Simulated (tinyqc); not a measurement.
Inside a calculation. Method: extended Hueckel theory, for CH4. Computed by tinyqc, a small Python program that keeps every step (integrals from PySCF). Settings: charge = 0, K = 1.5, weighted = 1, multiplicity = 1. Command: `OMP_NUM_THREADS=1 python tinyqc.py 24616 24617 out.jsonl` (the two numbers bound the seeds that draw the settings). One thread of a shared host (Intel(R) Xeon(R) Processor @ 2.60GHz), about 0.01 s of CPU time with the checks.

## Overlaps

Geometry (angstrom):
```
atom,x,y,z
C,0.000000,0.000000,0.000000
H,0.628000,0.628000,0.628000
H,0.628000,-0.628000,-0.628000
H,-0.628000,0.628000,-0.628000
H,-0.628000,-0.628000,0.628000
```

Parameters chosen for this run:
```
element,shell,Slater exponent,H_ii (eV)
C,2s,1.625000,-21.400000
C,2p,1.625000,-11.400000
H,1s,1.300000,-13.600000
```

Slater orbitals, each expanded in six Gaussians scaled to its exponent.

overlap S, lower triangle:
```
,1C 2s,1C 2px,1C 2py,1C 2pz,2H 1s,3H 1s,4H 1s,5H 1s
1C 2s,1.000000
1C 2px,0.000000,1.000000
1C 2py,0.000000,0.000000,1.000000
1C 2pz,0.000000,0.000000,0.000000,1.000000
2H 1s,0.493612,0.284180,0.284180,0.284180,1.000000
3H 1s,0.493612,0.284180,-0.284180,-0.284180,0.149100,1.000000
4H 1s,0.493612,-0.284180,0.284180,-0.284180,0.149100,0.149100,1.000000
5H 1s,0.493612,-0.284180,-0.284180,0.284180,0.149100,0.149100,0.149100,1.000000
```

## Wolfsberg-Helmholz matrix

diagonal H_ii (eV): 1C 2s -21.400000, 1C 2px -11.400000, 1C 2py -11.400000, 1C 2pz -11.400000, 2H 1s -13.600000, 3H 1s -13.600000, 4H 1s -13.600000, 5H 1s -13.600000

K = 1.500000

H_ij = K' S_ij (H_ii + H_jj)/2 for i != j (the diagonal keeps H_ii), with K' = K + D^2 + D^4 (1 - K), D = (H_ii - H_jj)/(H_ii + H_jj), K = 1.5.

H (eV), lower triangle:
```
,1C 2s,1C 2px,1C 2py,1C 2pz,2H 1s,3H 1s,4H 1s,5H 1s
1C 2s,-21.400000
1C 2px,0.000000,-11.400000
1C 2py,0.000000,0.000000,-11.400000
1C 2pz,0.000000,0.000000,0.000000,-11.400000
2H 1s,-13.375678,-5.355781,-5.355781,-5.355781,-13.600000
3H 1s,-13.375678,-5.355781,5.355781,5.355781,-3.041635,-13.600000
4H 1s,-13.375678,5.355781,-5.355781,5.355781,-3.041635,-3.041635,-13.600000
5H 1s,-13.375678,5.355781,5.355781,-5.355781,-3.041635,-3.041635,-3.041635,-13.600000
```

## Orbitals

valence electrons = 8

Solve H C = S C e through S^(-1/2); fill by pairs from the bottom, a degenerate level sharing its electrons equally; each orbital has its largest coefficient positive (the first on a tie).

orbital energies (eV): -22.974246  -14.580561  -14.580561  -14.580561  -0.731210  -0.731210  -0.731210  21.116886

occupations: 2.000000  2.000000  2.000000  2.000000  0.000000  0.000000  0.000000  0.000000

coefficients:
```
,MO1,MO2,MO3,MO4,MO5,MO6,MO7,MO8
1C 2s,0.710661,0.000000,0.000000,0.000000,0.000000,0.000000,0.000000,1.599002
1C 2px,0.000000,-0.126730,0.155966,-0.460901,0.932602,-0.533232,0.452836,0.000000
1C 2py,0.000000,0.047432,0.477969,0.148700,-0.272071,0.418775,1.053446,0.000000
1C 2pz,0.000000,0.484258,-0.006000,-0.135182,0.644496,0.948386,-0.210558,0.000000
2H 1s,0.137418,0.265616,0.411868,-0.293442,-0.676141,-0.432062,-0.671322,-0.714147
3H 1s,0.137418,-0.431863,-0.207269,-0.311175,-0.290231,0.984603,0.202088,-0.714147
4H 1s,0.137418,-0.203395,0.215139,0.488509,0.958064,-0.001876,-0.420270,-0.714147
5H 1s,0.137418,0.369641,-0.419738,0.116108,0.008308,-0.550665,0.889504,-0.714147
```

sum of one-electron energies = -133.431859 eV

Within a degenerate level the vectors are fixed only up to a rotation; this is one choice.

## Mulliken analysis

P = C n C^T; charge = valence electrons (C 4, H 1) minus the sum of (P S)_ii on the atom; overlap population = 2 sum P_ij S_ij between two atoms.

charges: 1C -0.043585, 2H 0.010896, 3H 0.010896, 4H 0.010896, 5H 0.010896

Overlap populations:
```
pair,value
2-1,0.758306
3-1,0.758306
3-2,-0.053605
4-1,0.758306
4-2,-0.053605
4-3,-0.053605
5-1,0.758306
5-2,-0.053605
5-3,-0.053605
5-4,-0.053605
```
